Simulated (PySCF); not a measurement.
Species: C2H7N.
Structure used (PBE0-D3(BJ)/def2-TZVP), in Å, numbered top down from 1:
```
atom  x, y, z in Å
C1    -1.194   -0.034   -0.146
N2     0.060    0.681   -0.187
C3     1.200   -0.176    0.036
H4    -1.237   -0.741   -0.980
H5    -2.026    0.663   -0.262
H6    -1.352   -0.611    0.782
H7     0.051    1.427    0.496
H8     1.285   -0.891   -0.788
H9     1.147   -0.759    0.972
H10    2.116    0.417    0.053
```

Computed with PySCF at wB97X-D/pcSseg-2, non-relativistic, on one gas-phase PBE0-D3(BJ)/def2-TZVP geometry that isn't relaxed in the solvent. The solvent is an IEF-PCM continuum (cavity from Bondi-type radii × 1.2). Only the electrostatic response of the medium enters.

Gas phase at wB97X-D/pcSseg-2: HOMO -8.29 eV, LUMO 2.34 eV, dipole 1.01 D.

Question: What does the continuum do to the energy, the frontier levels and the dipole at wB97X-D/pcSseg-2 in chloroform?

Answer: 
```json
{"solvent": "chloroform", "ε": "4.711", "E(solvent) − E(gas) (kJ/mol)": "-9.28", "polarisation term (kJ/mol)": "-10.19", "distortion of the solute (kJ/mol)": "0.91", "HOMO (eV)": "-8.32", "LUMO (eV)": "2.48", "dipole (D)": "1.26"}
```

Polarisation term: ½ Σ q·V over the induced surface charges. Distortion: the rise of the solute's own energy as its density leaves the gas-phase optimum.

Question: Which radius a makes the point-dipole formula ΔE = −[(ε − 1)/(2ε + 1)]·μ²/a³ give the value in chloroform, with the gas-phase dipole?

Answer: μ = 0.398 au and |ΔE| = 0.00353 Eh give a = 1.33 Å; the farthest nucleus lies 2.15 Å from the centroid of the nuclei, so such a sphere wouldn't even hold the nuclei. The formula assumes a rigid point dipole at the centre of a sphere.

Question: Give the dipole vector in the frame of the coordinates (D, pointing from negative to positive charge), gas and chloroform.

Answer: Gas (-0.09, -0.19, 0.99), solvent (-0.11, -0.26, 1.23). Its length changes by +24 % and its direction by 1°.

wB97X-D is run here without its empirical dispersion term; that term would change no orbital, density or response property at a fixed geometry.
